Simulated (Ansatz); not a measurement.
# Worked example: H2N–C⁺, triplet against H₂N–C, doublet

Geometry (PBE0/def2-TZVP stationary point of a doublet), kept for both states (H2N–C, doublet: B2; H2N–C⁺, triplet: B2):

```yaml
atoms:
  - { symbol: N, position_ang: [0.0000, 0.0000, 0.5108] }
  - { symbol: C, position_ang: [0.0000, 0.0000, -0.7748] }
  - { symbol: H, position_ang: [0.0000, 0.8569, 1.0670] }
  - { symbol: H, position_ang: [0.0000, -0.8569, 1.0670] }
```

Basis cc-pVDZ; Ansatz 0.2.0. Only valence electrons are correlated (noble-gas cores frozen). R marks a restricted (for open shells ROHF) determinant, U an unrestricted one.

Full CI isn't at hand for all of this; UCCSDT(Q) serves as the reference, and is uncertain by about the last step of the cluster series.

Unrestricted rows (U, and Kohn–Sham where it breaks symmetry) aren't spin-pure: their determinants' ⟨S²⟩ exceeds S(S+1) by up to 0.25, so they mix in states of higher spin.

```csv
level,"E(H2N–C, doublet) (hartree)","E(H2N–C⁺, triplet) (hartree)"
UHF,-93.391102,-93.053330
UMP2,-93.648711,-93.267793
UCCSD(T),-93.683613,-93.306041
PBE,-93.817444,-93.428558
PBE0,-93.825743,-93.436492
UCCSDT(Q),-93.685019,-93.308208
```

Problem. Give the vertical gap, H2N–C⁺ triplet less H2N–C doublet, at each level in eV (1 hartree = 27.2114 eV), and each error against UCCSDT(Q).

Solution. UCCSDT(Q): (-93.308208 − (-93.685019)) × 27.2114 = 10.254 eV (the reference)
PBE0: (-93.436492 − (-93.825743)) × 27.2114 = 10.592 eV, error 0.338 eV
PBE: (-93.428558 − (-93.817444)) × 27.2114 = 10.582 eV, error 0.328 eV
UCCSD(T): (-93.306041 − (-93.683613)) × 27.2114 = 10.274 eV, error 0.020 eV
UMP2: (-93.267793 − (-93.648711)) × 27.2114 = 10.365 eV, error 0.111 eV
UHF: (-93.053330 − (-93.391102)) × 27.2114 = 9.191 eV, error -1.063 eV

Total energies of functionals can't be set beside those of wave-function methods, since they hold the core's correlation and their own absolute errors; only the differences compare.

In so small a basis the reference is far from its limit while semilocal and hybrid functionals are nearer theirs, so the functionals' errors here hold much of the reference's basis and frozen-core error, which can add to them or hide them.

Each level lands on the state that its own search finds. T1 diagnostics of restricted CCSD: 0.021 and 0.036.
